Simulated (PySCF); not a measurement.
## Basis-set dependence of population analyses: 3-butyn-2-one

Species: 3-butyn-2-one, C4H4O.
Geometry (PBE0-D3(BJ)/def2-SVP, Å), atoms numbered from 1 in this order:
```xyz
9
C4H4O angstrom
C      2.1830    0.6351   -0.1460
C      1.1617    0.0036    0.0211
C     -0.0799   -0.7428    0.2201
C     -1.3451    0.0549    0.0635
O     -0.0626   -1.9194    0.4913
H      3.0990    1.1785   -0.2950
H     -1.3595    0.8807    0.7922
H     -1.3851    0.5098   -0.9385
H     -2.2115   -0.6003    0.2184
```

PBE0 throughout (PySCF), one geometry, spherical d and f functions. Isolated species at its PBE0-D3(BJ)/def2-SVP geometry, gas phase. Atoms taken as equivalent share a column and are averaged.

Mulliken charges (e):

```tsv
basis	functions	C1	C2	C3	C4	O5	H6	H7/H8/H9
STO-3G	29	-0.115	-0.058	+0.168	-0.255	-0.167	+0.128	+0.099
6-31G	53	-0.443	+0.095	+0.337	-0.549	-0.355	+0.298	+0.206
pcSseg-0	53	-0.281	-0.075	+0.359	-0.658	-0.429	+0.295	+0.263
6-31G*	78	-0.476	+0.236	+0.344	-0.619	-0.379	+0.257	+0.212
def2-SVP	90	-0.356	+0.269	+0.056	-0.063	-0.196	+0.064	+0.075
cc-pVDZ	90	-0.369	+0.418	-0.042	-0.078	-0.179	+0.025	+0.075
aug-cc-pVDZ	151	+0.889	-0.166	+0.222	+0.306	-0.590	-0.547	-0.038
6-311+G(2d,p)	159	-1.287	+1.099	+0.488	-0.610	-0.389	+0.174	+0.175
def2-TZVP	179	-0.097	-0.019	+0.111	-0.357	-0.264	+0.190	+0.145
cc-pVTZ	206	-0.175	+0.004	+0.183	-0.285	-0.236	+0.160	+0.116
IGLO-III	215	-0.112	-0.075	+0.379	-0.397	-0.390	+0.161	+0.145
```

IAO charges (e):

| basis | functions | C1 | C2 | C3 | C4 | O5 | H6 | H7/H8/H9 |
| --- | --- | --- | --- | --- | --- | --- | --- | --- |
| STO-3G | 29 | -0.134 | -0.080 | +0.181 | -0.432 | -0.158 | +0.166 | +0.152 |
| 6-31G | 53 | -0.171 | -0.073 | +0.343 | -0.479 | -0.355 | +0.212 | +0.174 |
| pcSseg-0 | 53 | -0.160 | -0.074 | +0.329 | -0.477 | -0.339 | +0.203 | +0.173 |
| 6-31G* | 78 | -0.168 | -0.079 | +0.377 | -0.466 | -0.373 | +0.207 | +0.167 |
| def2-SVP | 90 | -0.169 | -0.074 | +0.371 | -0.456 | -0.367 | +0.203 | +0.164 |
| cc-pVDZ | 90 | -0.177 | -0.077 | +0.376 | -0.466 | -0.366 | +0.209 | +0.167 |
| aug-cc-pVDZ | 151 | -0.181 | -0.073 | +0.387 | -0.474 | -0.389 | +0.215 | +0.172 |
| 6-311+G(2d,p) | 159 | -0.181 | -0.073 | +0.387 | -0.476 | -0.390 | +0.215 | +0.173 |
| def2-TZVP | 179 | -0.181 | -0.074 | +0.389 | -0.477 | -0.389 | +0.215 | +0.172 |
| cc-pVTZ | 206 | -0.182 | -0.075 | +0.388 | -0.479 | -0.386 | +0.215 | +0.173 |
| IGLO-III | 215 | -0.182 | -0.073 | +0.388 | -0.478 | -0.390 | +0.216 | +0.173 |

Hirshfeld charges (e):

```csv
basis,functions,C1,C2,C3,C4,O5,H6,H7/H8/H9
STO-3G,29,-0.073,-0.075,+0.148,-0.044,-0.128,+0.084,+0.029
6-31G,53,-0.074,-0.055,+0.179,-0.100,-0.225,+0.111,+0.054
pcSseg-0,53,-0.069,-0.058,+0.178,-0.106,-0.210,+0.107,+0.052
6-31G*,78,-0.076,-0.052,+0.177,-0.097,-0.227,+0.111,+0.055
def2-SVP,90,-0.072,-0.049,+0.177,-0.116,-0.216,+0.106,+0.056
cc-pVDZ,90,-0.075,-0.052,+0.172,-0.112,-0.207,+0.107,+0.056
aug-cc-pVDZ,151,-0.069,-0.047,+0.168,-0.123,-0.223,+0.108,+0.062
"6-311+G(2d,p)",159,-0.068,-0.050,+0.165,-0.113,-0.225,+0.109,+0.061
def2-TZVP,179,-0.070,-0.048,+0.169,-0.117,-0.223,+0.108,+0.061
cc-pVTZ,206,-0.072,-0.048,+0.171,-0.119,-0.220,+0.108,+0.060
IGLO-III,215,-0.069,-0.048,+0.168,-0.122,-0.223,+0.108,+0.062
```

Some averages cover members that differ in this geometry, most widely: H7/H8/H9, Mulliken in aug-cc-pVDZ -0.136 to +0.013 e.

Q: Which scheme is steadiest as the basis changes?

A: Largest range over the bases for any column: Hirshfeld 0.10 e, IAO 0.23 e, Mulliken 2.18 e. Hirshfeld charges move least and Mulliken charges most, counted in e. Without the minimal STO-3G basis the ranges are Hirshfeld 0.03, IAO 0.06, Mulliken 2.18 e.

Q: How much do the charges still move between the two largest bases, cc-pVTZ and IGLO-III?

A: At most, over all atoms: Mulliken 0.195 e, IAO 0.005 e, Hirshfeld 0.003 e.

Q: What do the same runs give for the total energy, the frontier levels and the dipole moment?

A: 
```json
{"basis": "STO-3G", "energy (Eh)": "-226.7708", "HOMO (eV)": "-4.84", "LUMO (eV)": "1.46", "μ (D)": "1.75"}
{"basis": "6-31G", "energy (Eh)": "-229.6343", "HOMO (eV)": "-7.66", "LUMO (eV)": "-1.47", "μ (D)": "3.20"}
{"basis": "pcSseg-0", "energy (Eh)": "-229.1740", "HOMO (eV)": "-7.86", "LUMO (eV)": "-1.71", "μ (D)": "3.24"}
{"basis": "6-31G*", "energy (Eh)": "-229.6959", "HOMO (eV)": "-7.58", "LUMO (eV)": "-1.39", "μ (D)": "2.96"}
{"basis": "def2-SVP", "energy (Eh)": "-229.5327", "HOMO (eV)": "-7.74", "LUMO (eV)": "-1.59", "μ (D)": "2.95"}
{"basis": "cc-pVDZ", "energy (Eh)": "-229.7171", "HOMO (eV)": "-7.65", "LUMO (eV)": "-1.50", "μ (D)": "2.84"}
{"basis": "aug-cc-pVDZ", "energy (Eh)": "-229.7312", "HOMO (eV)": "-7.90", "LUMO (eV)": "-1.82", "μ (D)": "3.09"}
{"basis": "6-311+G(2d,p)", "energy (Eh)": "-229.7706", "HOMO (eV)": "-7.94", "LUMO (eV)": "-1.83", "μ (D)": "3.12"}
{"basis": "def2-TZVP", "energy (Eh)": "-229.7902", "HOMO (eV)": "-7.90", "LUMO (eV)": "-1.76", "μ (D)": "3.05"}
{"basis": "cc-pVTZ", "energy (Eh)": "-229.7829", "HOMO (eV)": "-7.86", "LUMO (eV)": "-1.71", "μ (D)": "2.99"}
{"basis": "IGLO-III", "energy (Eh)": "-229.7941", "HOMO (eV)": "-7.93", "LUMO (eV)": "-1.82", "μ (D)": "3.10"}
```

The dipole is fixed by the density alone, so its range of 1.49 D shows that the density itself changes with the basis, not only its division among atoms.
